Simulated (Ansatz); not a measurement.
A made-up structure of CH3OS (charge -1), closed shell:

```
6
angstrom
C -0.2384 0.2882 -0.2294
S -0.1327 -1.2056 0.2832
O 1.1765 -0.8625 0.9636
H -0.3083 1.0774 0.6491
H 0.6483 0.5966 -0.9492
H -1.1454 0.1059 -0.7174
```

It is relaxed with PBE-D4/def2-SVPD and then PBE0-D4/def2-TZVPD (Ansatz 0.2.0). Atoms count as bonded within 1.22 times the sum of their covalent radii (H–H: 0.88 Å). The end point is not checked to be a true minimum.

Question: Does its bonding change? (A judgement: the text doesn't fix the answer.)

Answer: By the calculation: No: no bond forms or breaks.

Where it ends: The first stage lowers the energy by 2.00 eV in 8 steps. It ends as CH₃OS ([CH3][S][O]), total charge -1:
```
atom    x (Å)    y (Å)    z (Å)
  C1  -0.2955   0.3543  -0.2834
  S2   0.0240  -1.2907   0.4026
  O3   1.3793  -1.1398   1.1684
  H4  -0.3760   1.1041   0.5148
  H5   0.5098   0.6589  -0.9651
  H6  -1.2416   0.3131  -0.8373
```

The highest PBE0 orbital of the anion lies well above zero, so the extra electron may be unbound in the gas phase.

Labels in which every atom is bracketed show which atoms are joined, not bond orders.

For scale, one of the runs: PBE0-D4/def2-TZVPD relaxation, 150 basis functions, launched by `ansatz run in.yaml --threads 2 --pin off --events-out ev --progress --plain --max-ram 4352MiB`. The run took about 17 s on 2 CPU threads of an Arm Neoverse V2 (shared host).
